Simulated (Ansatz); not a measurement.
System: zinc-blende BeTe. Method: PBE-D4 (plane waves, PAW; Ansatz, a quantum-chemistry and plane-wave program).

Settings: plane-wave cutoff 520 eV, 10×10×10 k mesh, Fermi–Dirac smearing 0.01 eV, scalar-relativistic PAW data made under PBE.

A third-order Birch–Murnaghan fit to the energies gives V0 = 21.853 Å³/atom, B0 = 61.7 GPa, B′ = 4.0.

```
V (Å³/atom)  P (GPa)
-----------  -------
20.539          4.32
20.976           ___
21.413          1.30
21.850          0.01
22.287         -1.17
22.724         -2.23
23.161           ___
```

Problem. Estimate the withheld pressures from this fit; the answers are the runs' own values.

Solution. 
- 20.976, P (GPa): 2.74
- 23.161, P (GPa): -3.20

The formula P = (3/2) B0 (x^(7/3) − x^(5/3)) [1 + (3/4)(B′ − 4)(x^(2/3) − 1)] with x = V0/V meets the computed pressures within 0.02 GPa when these rounded values are put in.

Measured, for comparison: bulk modulus 67 GPa (room temperature, not corrected to a static lattice; as tabulated in Elmahjoubi et al. (2023), arXiv:2303.01780); equilibrium volume per atom 22.26 Å³/atom (temperature not stated, not corrected to a static lattice; as tabulated in Bernardini et al. (2000), arXiv:cond-mat/0007180). Computed (rounded) less measured: bulk modulus -8 %, equilibrium volume per atom -1.8 %. A static lattice is as a rule a little smaller and stiffer than an uncorrected measurement, which narrows the difference in the equilibrium volume per atom and would widen misses of the other sign.

Spin–orbit coupling is not included.
